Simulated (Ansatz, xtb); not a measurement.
**Redistribution: C2H2F2O + C3H7FO → C2H3FO + C3H6F2O**

Species: C2H2F2O `FC1OC1F`, singlet; C3H7FO `COC(C)F`, singlet; C2H3FO `FC1CO1`, singlet; C3H6F2O `CC(F)OCF`, singlet. The partners trade F for H; both sit on C, so the bond types are kept.

Shapes, held fixed at every level: PBE0-D4/def2-TZVP. Flexible molecules stand in one conformer, not always the lowest. Programs: Ansatz 0.2.0, xtb 6.7.1. Electronic energies: no zero-point or thermal term.

Problem. Estimate ΔE of this reaction.

Solution. The highest level, CCSD(T)/CBS estimate, gives ΔE = -17.1 kJ/mol; the levels span -27.0 to -12.6. The column of differences is taken from that level and isn't an error. No measured value is set beside it here. The CBS estimate extrapolates MP2 from def2-TZVPP and def2-QZVPP and adds CCSD(T) − MP2 in the triple-zeta set, cores frozen.

```csv
level,kind,ΔE (kJ/mol),less CCSD(T)/CBS estimate
GFN1-xTB,semi-empirical,-27.0,-9.9
HF/def2-TZVPP,Hartree–Fock,-21.0,-3.9
r2SCAN-D4/def2-TZVPP,meta-GGA,-12.6,+4.5
wB97M-V/def2-TZVPP,range-separated hybrid,-14.6,+2.5
wB97X-V/def2-TZVPP,range-separated hybrid,-15.0,+2.1
B2PLYP/def2-TZVPP,double hybrid,-16.0,+1.1
MP2/def2-TZVPP,perturbation theory,-17.1,0.0
CCSD(T)/def2-TZVPP,coupled cluster or CI,-16.7,+0.4
CCSD(T)/CBS estimate,coupled cluster or CI,-17.1,0.0
```
